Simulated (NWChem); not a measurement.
**C4H9Cl (1-chlorobutane): levels of theory compared**

We compute a comparison of 6 runs (HF/STO-3G, HF/3-21G, HF/def2-SVPD, B3LYP/6-31G*, MP2/6-31G*) of C4H9Cl (1-chlorobutane). 

The calculation is run with NWChem 7.3.0.

**1. The structure to begin with**

The species is C4H9Cl (14 atoms), meant as a singlet with charge 0. SMILES: `CCCCCl`. The shape is that of a PBE0-D4/def2-TZVP optimisation. This is one conformer, not always the lowest.

Bond lengths: C1–C2 1.518 Å, C2–C3 1.519 Å, C3–C4 1.510 Å, C4–Cl5 1.790 Å, C1–H6 1.094 Å, C1–H7 1.093 Å, C1–H8 1.092 Å, C2–H9 1.094 Å, C2–H10 1.096 Å, C3–H11 1.095 Å, C3–H12 1.098 Å, C4–H13 1.091 Å, C4–H14 1.089 Å. Some angles: C1–C2–C3 112.5°, C2–C3–C4 114.4°, C3–C4–Cl5 112.2°, C1–C2–H9 109.9°, C1–C2–H10 109.8°, C3–C2–H9 109.1°, C3–C2–H10 109.1°, C2–C1–H6 111.4°, C2–C1–H7 111.1°, C2–C1–H8 111.4°.

**2. Energy and forces at HF/STO-3G (run 1)**

Contents of run.py:

```python
from ase import Atoms
from ase.calculators.nwchem import NWChem

mol = Atoms(['C', 'C', 'C', 'C', 'Cl', 'H', 'H', 'H', 'H', 'H', 'H', 'H', 'H', 'H'], positions=[
    [-1.524400, 0.759500, 0.972100],
    [-0.619100, 0.408500, -0.195200],
    [0.553200, -0.463500, 0.220100],
    [1.473800, -0.851500, -0.912800],
    [2.323200, 0.561500, -1.610000],
    [-1.939800, -0.138700, 1.438100],
    [-0.976300, 1.307300, 1.743600],
    [-2.360800, 1.385100, 0.653500],
    [-0.238300, 1.323100, -0.658700],
    [-1.195700, -0.111200, -0.969500],
    [1.135500, 0.036600, 1.001100],
    [0.177600, -1.396000, 0.661200],
    [0.925600, -1.313600, -1.734800],
    [2.252500, -1.536300, -0.579900],
])

calc = NWChem(
    label='c4h9cl',
    theory='scf',
    memory='2200 mb',
    basis='STO-3G',
    basispar='spherical bse',
    scf={'nopen': '0', 'rhf': None, 'thresh': '1e-08', 'maxiter': '80'},
)
mol.calc = calc

forces = mol.get_forces()
print("Total energy (eV):", round(mol.get_potential_energy(), 6))
print("forces (eV/A):")
for s, f in zip(mol.symbols, forces):
    print(f"{s:2s} {f[0]:10.5f} {f[1]:10.5f} {f[2]:10.5f}")
print("dipole (e A):", mol.get_dipole_moment().round(4))
```

Command:

```bash
$ export ASE_NWCHEM_COMMAND="nwchem PREFIX.nwi > PREFIX.nwo"
$ python run.py
```

Output:

```text
Total energy (eV): -16584.372947
forces (eV/A):
C    -0.74397    0.27084    1.12439
C    -0.32036    0.44871   -1.46964
C     0.03214   -0.58333    1.80008
C     0.36031   -0.85973   -0.81931
Cl    0.50142    0.83828   -0.39991
H     0.15154    0.23963   -0.19144
H    -0.12064   -0.16111   -0.25865
H     0.24266   -0.16434   -0.01430
H    -0.09400   -0.17761    0.17329
H     0.13560    0.13226    0.28730
H    -0.15766   -0.09986   -0.24266
H     0.09672    0.30123   -0.15247
H    -0.01548   -0.08366    0.08557
H    -0.06829   -0.10130    0.07770
dipole (e A): [-0.2782 -0.3622  0.2284]
```

The calculator wrote c4h9cl.nwi:

```
title "c4h9cl"

permanent_dir c4h9cl

scratch_dir c4h9cl

start c4h9cl

geometry units angstrom nocenter noautosym noautoz
  C  -1.5244000000000000e+00 7.5949999999999995e-01 9.7209999999999996e-01
  C  -6.1909999999999998e-01 4.0849999999999997e-01 -1.9520000000000001e-01
  C  5.5320000000000003e-01 -4.6350000000000002e-01 2.2009999999999999e-01
  C  1.4738000000000000e+00 -8.5150000000000003e-01 -9.1279999999999994e-01
  Cl 2.3231999999999999e+00 5.6150000000000000e-01 -1.6100000000000001e+00
  H  -1.9398000000000000e+00 -1.3869999999999999e-01 1.4380999999999999e+00
  H  -9.7629999999999995e-01 1.3072999999999999e+00 1.7436000000000000e+00
  H  -2.3607999999999998e+00 1.3851000000000000e+00 6.5349999999999997e-01
  H  -2.3830000000000001e-01 1.3230999999999999e+00 -6.5869999999999995e-01
  H  -1.1957000000000000e+00 -1.1119999999999999e-01 -9.6950000000000003e-01
  H  1.1355000000000000e+00 3.6600000000000001e-02 1.0011000000000001e+00
  H  1.7760000000000001e-01 -1.3959999999999999e+00 6.6120000000000001e-01
  H  9.2559999999999998e-01 -1.3136000000000001e+00 -1.7347999999999999e+00
  H  2.2524999999999999e+00 -1.5363000000000000e+00 -5.7989999999999997e-01
end

memory 2200 mb

basis spherical bse noprint
   * library STO-3G
end

scf
  nopen 0
  rhf
  thresh 1e-08
  maxiter 80
end

task scf gradient
```

c4h9cl.nwo (excerpt; [...] marks lines left out):

```text
[...]
      One-electron energy =  -1286.280524898822
[... 1 line left out ...]
 Nuclear repulsion energy =    225.422281499323
[... 43 lines left out ...]
                       ROHF Final Molecular Orbital Analysis
[... 225 lines left out ...]
     1   1 0 0     -0.525645      0.000000     69.118051
[...]
  wavefunction    =   RHF
                         RHF ENERGY GRADIENTS
    atom               coordinates                        gradient
                 x          y          z           x          y          z
   1 C      -2.880698   1.435247   1.837003    0.014468  -0.005267  -0.021866
   2 C      -1.169929   0.771953  -0.368875    0.006230  -0.008726   0.028580
   3 C       1.045396  -0.875888   0.415929   -0.000625   0.011344  -0.035006
[... 10 lines of this table left out ...]
  14 H       4.256608  -2.903186  -1.095852    0.001328   0.001970  -0.001511
[...]
```

Run time: 5.4 s. Hardware: 1 thread of Intel Xeon Platinum 8488C (Sapphire Rapids), shared host; peak memory 0.098 GiB.

**3. Energy and gradient at HF/3-21G (run 2)**

Contents of job.nw:

```
start job
title "C4H9Cl"
memory total 2200 mb
charge 0

geometry noautosym nocenter noautoz
  C     -1.524400     0.759500     0.972100
  C     -0.619100     0.408500    -0.195200
  C      0.553200    -0.463500     0.220100
  C      1.473800    -0.851500    -0.912800
  Cl     2.323200     0.561500    -1.610000
  H     -1.939800    -0.138700     1.438100
  H     -0.976300     1.307300     1.743600
  H     -2.360800     1.385100     0.653500
  H     -0.238300     1.323100    -0.658700
  H     -1.195700    -0.111200    -0.969500
  H      1.135500     0.036600     1.001100
  H      0.177600    -1.396000     0.661200
  H      0.925600    -1.313600    -1.734800
  H      2.252500    -1.536300    -0.579900
end

basis spherical bse
  * library 3-21G
end

scf
  thresh 1e-08
  maxiter 80
end

task scf gradient
```

Command:

```bash
$ nwchem job.nw > job.out
```

Output:

```text
[...]
  functions       =    67
[...]
  wavefunction    = RHF
[...]
         Total SCF energy =   -613.147273815703
      One-electron energy =  -1289.448374088119
      Two-electron energy =    450.878818773092
 Nuclear repulsion energy =    225.422281499324
        Time for solution =      3.9s
[...]
                         RHF ENERGY GRADIENTS
    atom               coordinates                        gradient
                 x          y          z           x          y          z
   1 C      -2.880698   1.435247   1.837003    0.009839  -0.003365  -0.014678
   2 C      -1.169929   0.771953  -0.368875    0.001648  -0.006423   0.021645
   3 C       1.045396  -0.875888   0.415929   -0.004625   0.007191  -0.020182
   4 C       2.785078  -1.609102  -1.724942    0.013282   0.044393  -0.003275
   5 Cl      4.390211   1.061081  -3.042459   -0.019792  -0.033035   0.015667
   6 H      -3.665690  -0.262105   2.717615   -0.002285  -0.004235   0.002978
   7 H      -1.844939   2.470439   3.294926    0.002296   0.002639   0.004329
   8 H      -4.461265   2.617459   1.234936   -0.004421   0.003178  -0.000899
   9 H      -0.450322   2.500296  -1.244763    0.002464   0.005230  -0.003692
  10 H      -2.259545  -0.210138  -1.832089   -0.002763  -0.002459  -0.005118
  11 H       2.145784   0.069164   1.891805    0.003669   0.002248   0.005304
[...]
```

Run time: 5.7 s. Hardware: 1 thread of Intel Xeon Platinum 8488C (Sapphire Rapids), shared host; peak memory 0.098 GiB.

Runs 3 to 5 aren't shown in full; the table further down has their settings and results.

**4. Energy and gradient at MP2/6-31G(d) (spherical functions) (run 6)**

Contents of run.xyz:

```xyz
14
C4H9Cl mp2
C     -1.524400     0.759500     0.972100
C     -0.619100     0.408500    -0.195200
C      0.553200    -0.463500     0.220100
C      1.473800    -0.851500    -0.912800
Cl     2.323200     0.561500    -1.610000
H     -1.939800    -0.138700     1.438100
H     -0.976300     1.307300     1.743600
H     -2.360800     1.385100     0.653500
H     -0.238300     1.323100    -0.658700
H     -1.195700    -0.111200    -0.969500
H      1.135500     0.036600     1.001100
H      0.177600    -1.396000     0.661200
H      0.925600    -1.313600    -1.734800
H      2.252500    -1.536300    -0.579900
```

Contents of run.py:

```python
from ase.io import read
from ase.calculators.nwchem import NWChem

atoms = read('run.xyz')

calc = NWChem(
    label='run',
    theory='mp2',
    memory='2200 mb',
    basis='6-31G*',
    basispar='spherical bse',
    scf={'nopen': '0', 'rhf': None, 'thresh': '1e-08', 'maxiter': '80'},
    mp2={'freeze': 'core 9', 'tight': None},
)
atoms.calc = calc

forces = atoms.get_forces()
print(f"energy = {atoms.get_potential_energy():.6f} eV")
print("forces (eV/A):")
for s, f in zip(atoms.symbols, forces):
    print(f"{s:2s} {f[0]:10.5f} {f[1]:10.5f} {f[2]:10.5f}")
```

Command:

```bash
$ export ASE_NWCHEM_COMMAND="nwchem PREFIX.nwi > PREFIX.nwo"
$ python run.py
```

Output:

```text
energy = -16785.256488 eV
forces (eV/A):
C    -0.11791    0.03276    0.19335
C    -0.00298    0.06628   -0.21422
C    -0.00118   -0.08135    0.21438
C     0.15303    0.00077   -0.21638
Cl    0.05230    0.10444   -0.02792
H    -0.00797   -0.04623   -0.00195
H     0.03970    0.02365    0.01728
H    -0.04695    0.03651   -0.03476
H     0.00391    0.04679    0.00067
H    -0.03090   -0.03342   -0.02504
H     0.02838    0.03913    0.02952
H    -0.03054   -0.03625    0.01707
H    -0.05908   -0.06433    0.00082
H     0.02026   -0.08875    0.04721
```

The calculator wrote run.nwi:

```
title "run"

permanent_dir run

scratch_dir run

start run

geometry units angstrom nocenter noautosym noautoz
  C  -1.5244000000000000e+00 7.5949999999999995e-01 9.7209999999999996e-01
  C  -6.1909999999999998e-01 4.0849999999999997e-01 -1.9520000000000001e-01
  C  5.5320000000000003e-01 -4.6350000000000002e-01 2.2009999999999999e-01
  C  1.4738000000000000e+00 -8.5150000000000003e-01 -9.1279999999999994e-01
  Cl 2.3231999999999999e+00 5.6150000000000000e-01 -1.6100000000000001e+00
  H  -1.9398000000000000e+00 -1.3869999999999999e-01 1.4380999999999999e+00
  H  -9.7629999999999995e-01 1.3072999999999999e+00 1.7436000000000000e+00
  H  -2.3607999999999998e+00 1.3851000000000000e+00 6.5349999999999997e-01
  H  -2.3830000000000001e-01 1.3230999999999999e+00 -6.5869999999999995e-01
  H  -1.1957000000000000e+00 -1.1119999999999999e-01 -9.6950000000000003e-01
  H  1.1355000000000000e+00 3.6600000000000001e-02 1.0011000000000001e+00
  H  1.7760000000000001e-01 -1.3959999999999999e+00 6.6120000000000001e-01
  H  9.2559999999999998e-01 -1.3136000000000001e+00 -1.7347999999999999e+00
  H  2.2524999999999999e+00 -1.5363000000000000e+00 -5.7989999999999997e-01
end

memory 2200 mb

basis spherical bse noprint
   * library 6-31G*
end

scf
  nopen 0
  rhf
  thresh 1e-08
  maxiter 80
end
mp2
  freeze core 9
  tight
end

task mp2 gradient
```

run.nwo (excerpt; [...] marks lines left out):

```text
[...]
         Total SCF energy =   -616.197463739220
[...]
                         mp2 ENERGY GRADIENTS
    atom               coordinates                        gradient
                 x          y          z           x          y          z
   1 C      -2.880698   1.435247   1.837003    0.002293  -0.000637  -0.003760
   2 C      -1.169929   0.771953  -0.368875    0.000058  -0.001289   0.004166
   3 C       1.045396  -0.875888   0.415929    0.000023   0.001582  -0.004169
[... 10 lines of this table left out ...]
  14 H       4.256608  -2.903186  -1.095852   -0.000394   0.001726  -0.000918
[...]
```

It took 52 s on 1 thread of Intel Xeon Platinum 8488C (Sapphire Rapids), shared host; peak memory 0.33 GiB.

**5. The series**

| run | level | iteration cap | module | energy (Eh) | dipole moment (D) | HOMO energy (eV) | LUMO energy (eV) | wall time |
| --- | --- | --- | --- | --- | --- | --- | --- | --- |
| 1 | HF/STO-3G | 80 | scf | -609.464469 | 2.45 | -10.08 | 10.20 | 5.4 s |
| 2 | HF/3-21G | 80 | scf | -613.147274 | 2.62 | -11.58 | 5.76 | 5.7 s |
| 3 | HF/def2-SVPD | 80 | scf | -615.974339 | 2.27 | -11.64 | 2.76 | 2.1 min |
| 4 | B3LYP/6-31G* (spherical functions) | 100 | dft | -618.046573 | – | – | – | 31 s |
| 5 | B3LYP/6-31G* (Cartesian functions) | 100 | dft | -618.052712 | 2.10 | -7.84 | 1.09 | 31 s |
| 6 | MP2/6-31G* (spherical functions) | 80 | mp2 | -616.846803 | 2.10 | -11.56 | 5.52 | 52 s |

**6. Outcome**

| quantity | value |
| --- | --- |
| run 6: total energy | -616.84680 Eh |
| run 6: dipole moment (of the density that the program reports) | 2.10 D |
| run 6: HOMO energy (Hartree–Fock orbitals) | -11.56 eV |
| run 6: LUMO energy (Hartree–Fock orbitals) | 5.52 eV |
| run 6: HOMO–LUMO gap (Hartree–Fock orbitals) | 17.07 eV |
| run 6: correlation energy (9 core orbitals frozen) | -649.3 mEh |
| run 6: largest force on an atom | 0.265 eV/Å |

Over runs 1, 2, 3, 5, 6 the dipole moment (its size) runs from 2.10 D (B3LYP/6-31G*) to 2.62 D (HF/3-21G). The two ends differ in method and basis. Over runs 1, 2, 3, 5 the HOMO–LUMO gap runs from 8.94 eV (B3LYP/6-31G*) to 20.28 eV (HF/STO-3G). In run 1 the basis is minimal, so the values are rough. All runs together took 4.2 min, the longest 2.1 min.
